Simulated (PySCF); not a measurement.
The vertical singlet excitations below were computed for one of the candidates. Level of theory: TDDFT B3LYP/def2-SVPD, vertical, gas phase, core orbitals frozen in the response (PySCF 2.14.0, density-fitted response routines). Geometries: GFN2-xTB, one conformer each.

| state | ν̃ (cm⁻¹) | f | main configurations (H = HOMO, L = LUMO) |
| --- | --- | --- | --- |
| S1 | 43850 | 0.131 | H→L (92%) |
| S2 | 47070 | 0.0093 | H→L+1 (99%) |
| S3 | 50590 | 0.015 | H→L+2 (90%) |
| S4 | 52750 | 0.021 | H→L+3 (92%) |
| S5 | 55100 | 0.0090 | H→L+4 (74%), H→L+5 (20%) |
| S6 | 55430 | 0.078 | H→L+5 (65%), H→L+4 (14%), H-1→L (13%) |
| S7 | 56350 | 0.092 | H-1→L (49%), H-2→L (22%), H→L+5 (9%) |
| S8 | 57190 | 0.021 | H-1→L+1 (90%) |

Triplets computed (Tamm–Dancoff): 4.12, 5.23, 5.28 eV.

Orbital energies (eV): HOMO-3 -9.18, HOMO-2 -8.73, HOMO-1 -7.66, HOMO -6.35, LUMO -0.23, LUMO+1 0.29, LUMO+2 0.84.

**Question.** Which structure fits? All have the formula C5H11P.
A. `C=CP(=C)(C)C`
B. `CCCP1CC1`
C. `CCPC(=C)C`
D. `CCC1CPC1`

**Answer.** C. Its S1 lies at 5.44 eV; the nearest of the others has S1 at 5.69 eV. S1 is HOMO→LUMO (92%). Löwdin shares by element: HOMO phosphorus 46%, carbon 38% or more (atoms not listed hold the other 15%); LUMO carbon 59% or more, phosphorus 10%, hydrogen 6% or more (atoms not listed hold the other 25%). At the same level the other candidates give, for their lowest levels:
- `C=CP(=C)(C)C`: 3.49 eV (f 0.102); 4.41 eV (f 0.020); 4.88 eV (f 0.004); 5.33 eV (f 0.002); 5.61 eV (f 0.019); T1 2.70 eV; HOMO -4.92, LUMO -0.88 eV
- `CCCP1CC1`: 6.30 eV (f 0.032); 6.56 eV (f 0.021); 6.66 eV (f 0.018); 6.77 eV (f 0.020); 7.03 eV (f 0.045); T1 5.33 eV; HOMO -6.81, LUMO 0.33 eV
- `CCC1CPC1`: 5.69 eV (f 0.040); 5.89 eV (f 0.022); 6.52 eV (f 0.029); 6.70 eV (f 0.020); 6.94 eV (f 0.072); T1 4.73 eV; HOMO -6.45, LUMO 0.11 eV

The values belong to the conformer `[CH2:1]=[C:2]([CH3:3])[PH:4][CH2:5][CH3:6]`: C1–C2–P4–C5 112°, C2–P4–C5–C6 -51°.
